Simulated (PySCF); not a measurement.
Core-level binding energies of `[NH3+][BH2-]O`

Compound: BH6NO.
Z-matrix (Å and degrees, PBE0-D3(BJ)/def2-SVP geometry), rows numbered from 1:
```
N 
B   1  1.6827
O   2  1.4262  1  105.45
H   1  1.0209  2  112.20  3   -64.49
H   1  1.0210  2  108.42  3    54.38
H   1  1.0203  2  111.07  3   173.52
H   2  1.2351  1  103.18  3   123.01
H   2  1.2325  1  100.90  3  -119.04
H   3  0.9580  2  110.98  1   109.29
```

Level of theory: delta-SCF UKS SCAN, pcX-2 on the ionised atom, pcseg-1 elsewhere, spin-free X2C (PySCF 2.14.0). These are vertical core ionisation energies against the vacuum level, from separate self-consistent calculations with and without the core hole.

Question: What binding energy does each computed site have?

Answer: 
```tsv
atom(s)	bonded to	level	binding energy (eV)	count
O3	H and B	O 1s	537.40	1
N1	3 H and B	N 1s	407.77	1
B2	O, N and 2 H	B 1s	195.14	1
```

Question: Which effective nuclear charge Zeff reproduces each element's mean 1s value in the hydrogen-like formula E = 13.606 eV × Zeff²?

Answer: B (Z = 5): mean 195.1 eV, Zeff = 3.79, Z − Zeff = 1.21; N (Z = 7): mean 407.8 eV, Zeff = 5.47, Z − Zeff = 1.53; O (Z = 8): mean 537.4 eV, Zeff = 6.28, Z − Zeff = 1.72. Means run over the listed sites, weighted by atom count.

Isolated species at its PBE0-D3(BJ)/def2-SVP geometry (one conformer only).
